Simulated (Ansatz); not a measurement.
```yaml
crystal:
  periodic: [false, false, false]
  atoms:
    - {symbol: C, position_ang: [-1.518473, -0.046642, -0.003116]}
    - {symbol: As, position_ang: [0.272310, -0.003851, 0.000525]}
    - {symbol: H, position_ang: [-2.146963, 0.842076, -0.001904]}
basis:
  gaussian: {orbitals: def2-TZVP}
magnetization: {spin_polarized: true, initial_magnetization: 2}
hamiltonian: {xc: pbe0}
relax: {f_tol: 0.004, max_steps: 80}
```

```sh
$ ansatz run in.yaml --threads 1 --pin off --events-out ev --progress --plain --max-ram 2176MiB
```

Steps of the relaxation (energy above the last step; positions in Å, forces in eV/Å):

```
3
step 1, 14.5 meV
C    -1.518   -0.047   -0.003    0.293    0.128    0.001
As    0.272   -0.004    0.001   -0.007   -0.139    0.000
H    -2.147    0.842   -0.002   -0.286    0.011   -0.001
```

```
3
step 2, 4.0 meV
C    -1.507   -0.030   -0.003    0.096    0.151    0.001
As    0.284   -0.017    0.001   -0.010   -0.071    0.000
H    -2.171    0.838   -0.002   -0.086   -0.080    0.000
```

```
3
step 3, 0.0 meV
C    -1.495   -0.008   -0.003   -0.006    0.021    0.000
As    0.296   -0.031    0.000   -0.008   -0.001    0.000
H    -2.194    0.831   -0.002    0.014   -0.020    0.000
```

```
3
step 4, 0.0 meV
C    -1.495   -0.007   -0.003    0.000    0.002    0.000
As    0.296   -0.031    0.000   -0.001    0.000    0.000
H    -2.195    0.830   -0.002    0.002   -0.002    0.000
```

Close pairs at the end: C1–H3 1.091 Å, C1–As2 1.791 Å.

A stationary point of unrestricted PBE0 after 4 steps, with ⟨S²⟩ = 2.017 against 2.00 for a pure state; no frequencies were run, so it isn't proven a minimum. 31 s on 1 thread of Arm Neoverse V2, shared host.
